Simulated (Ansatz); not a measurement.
The same path of H3OSSi (6 atoms, charge 1, multiplicity 1) was run twice with different band settings. The coordinate that changes most is the dihedral H4–O1–S2–Si3.

These are results of RKS PBE0/def2-SVP in Ansatz, not measurements.

Relaxed end points:

```xyz
6
Properties=species:S:1:pos:R:3
O -1.480 -0.811 0.056
S 0.019 -1.025 -0.595
Si 0.881 0.761 -0.066
H -1.740 -1.633 0.512
H 2.215 0.990 -0.659
H 0.105 1.718 0.751
```

```xyz
6
Properties=species:S:1:pos:R:3
O -1.092 -1.056 0.735
S 0.183 -1.131 -0.307
Si 0.756 0.840 -0.287
H -1.827 -1.575 0.362
H 2.019 1.115 -1.004
H -0.038 1.807 0.501
```

Common settings: spring 5.0 eV/Å²; optimiser quadratic models (default); start path IDPP; force threshold 0.03 eV/Å; end points relaxed.

| run | movable images | climbing image | iteration limit |
| --- | --- | --- | --- |
| 1 | 9 | yes | 52 |
| 2 | 8 | no | 60 |

(1) What does each run give, and how far can it be trusted?

Results:

(1) Run 1: converged after 6 iterations, highest image 0.015 eV above the first end. A vibrational analysis at the climbing image gives one clearly imaginary mode, 189i cm⁻¹: a first-order saddle point.
Run 2: converged after 6 iterations, highest image 0.014 eV above the first end. No image climbed, so the highest image needn't sit at the top of the path.
